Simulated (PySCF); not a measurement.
## Exercise with solution: entropy of an ideal gas

nitrogen dioxide (NO2), SMILES N([O])=O, multiplicity 2.

Geometry: ωB97X-D3(BJ)/def2-TZVP.

PySCF 2.14.0 with ωB97X-D3(BJ)/def2-TZVP gives the harmonic wavenumbers 779, 1448, 1764 cm⁻¹ and the rotational temperatures 11.8252, 0.6344, 0.6021 K. The molar mass is 46.01 g/mol, the symmetry number 2, the spin multiplicity 2.

Q: Work out the entropy at 298.15 K and 1 atm in the rigid-rotor, harmonic-oscillator model.

A: 
Translation (Sackur–Tetrode at 1 atm): S = R[1.5 ln M + 2.5 ln T − 1.16487] = 156.5 J/(mol K).
Rotation: q = (√π/σ) T^1.5/√(θA θB θC) = 2150, S = R[ln q + 3/2] = 76.3 J/(mol K).
Vibration: with u = 1.4388 ν/T, each mode gives R[u/(e^u − 1) − ln(1 − e^−u)]:
```tsv
ν (cm⁻¹)	modes	u	S (J/(mol K))
779	1	3.76	0.94
1448	1	6.99	0.06
1764	1	8.51	0.02
```
These are all the modes. Sum 1.0 J/(mol K).
Spin: R ln 2 = 5.8 J/(mol K).
Total 239.5 J/(mol K); the program's own thermochemistry gives 239.5. Translation makes up 65 % and vibration 0 %. Anharmonicity, hindered rotation and orbital degeneracy are left out.
